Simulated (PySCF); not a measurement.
# Assignment exercise: C$_{5}$H$_{10}$O

Molfile (atoms numbered from 1):
```
C5H10O
     RDKit          3D

 16 16  0  0  0  0  0  0  0  0999 V2000
   -0.1361    0.9690    0.7722 C   0  0  0  0  0  0  0  0  0  0  0  0
   -1.3065    0.4136   -0.0370 C   0  0  0  0  0  0  0  0  0  0  0  0
   -1.0359   -1.0525   -0.3775 C   0  0  0  0  0  0  0  0  0  0  0  0
    0.1713   -1.2148   -1.0860 O   0  0  0  0  0  0  0  0  0  0  0  0
    1.2772   -0.7558   -0.3431 C   0  0  0  0  0  0  0  0  0  0  0  0
    1.1594    0.7301   -0.0008 C   0  0  0  0  0  0  0  0  0  0  0  0
   -0.0842    0.4564    1.7362 H   0  0  0  0  0  0  0  0  0  0  0  0
   -0.2757    2.0343    0.9643 H   0  0  0  0  0  0  0  0  0  0  0  0
   -2.2393    0.4934    0.5226 H   0  0  0  0  0  0  0  0  0  0  0  0
   -1.4091    0.9789   -0.9649 H   0  0  0  0  0  0  0  0  0  0  0  0
   -1.0031   -1.6451    0.5515 H   0  0  0  0  0  0  0  0  0  0  0  0
   -1.8162   -1.4565   -1.0260 H   0  0  0  0  0  0  0  0  0  0  0  0
    1.3686   -1.3408    0.5868 H   0  0  0  0  0  0  0  0  0  0  0  0
    2.1530   -0.9478   -0.9665 H   0  0  0  0  0  0  0  0  0  0  0  0
    2.0259    1.0407    0.5845 H   0  0  0  0  0  0  0  0  0  0  0  0
    1.1429    1.3058   -0.9279 H   0  0  0  0  0  0  0  0  0  0  0  0
  1  2  1  0
  2  3  1  0
  3  4  1  0
  4  5  1  0
  5  6  1  0
  6  1  1  0
  1  7  1  0
  1  8  1  0
  2  9  1  0
  2 10  1  0
  3 11  1  0
  3 12  1  0
  5 13  1  0
  5 14  1  0
  6 15  1  0
  6 16  1  0
M  END
```

PySCF 2.14 calculation with σ from GIAO-PBE0/pcSseg-1 and geometry: GFN2-xTB; non-relativistic Hamiltonian, one conformer, one averaged value for each set of equivalent atoms, isolated molecule.

Shifts are taken against calculated references (same method and geometry level): 13C, 1H vs TMS.

Question: Assign these signals to the numbered atoms. 13C{1H} NMR (computed): δ 72.2 (CH2), 30.5 (CH2), 27.6 (CH2).

Answer: 
| δ (ppm) | atoms | environment | reason |
| --- | --- | --- | --- |
| 72.2 | C3/C5 | sp3 CH2 bonded to O | deshielded by the electronegative neighbour |
| 30.5 | C2/C6 | sp3 CH2 in a ring | saturated and bonded to C and H only |
| 27.6 | C1 | sp3 CH2 in a ring | – |

Question: Assign these signals to the numbered atoms. 1H NMR (500 MHz, computed): δ 3.76 (m, 4H), 1.58 (m, 2H), 1.43 (m, 4H).

Answer: 
3.76 → H11/H12/H13/H14, hydrogen on an sp3 CH2 bonded to O: its carbon carries O, hence the downfield position
1.58 → H7/H8, hydrogen on an sp3 CH2 in a ring: far from electronegative atoms and π systems
1.43 → H9/H10/H15/H16, hydrogen on an sp3 CH2 in a ring

Shifts are as computed. Against solution values, carbons near 30 ppm lie about +3 ppm off and those near 130 ppm about +5 ppm. Of 1211 compounds with measured shifts, 218 miss one by over three times the rms of a fit or turn the order of signals round; such compounds aren't used in these exercises. No couplings were computed; multiplicities are counted from neighbouring protons, with m where these are inequivalent, close in shift, in a saturated or five-membered ring or joined by F or P, and br s for small geminal =CH2 splittings.
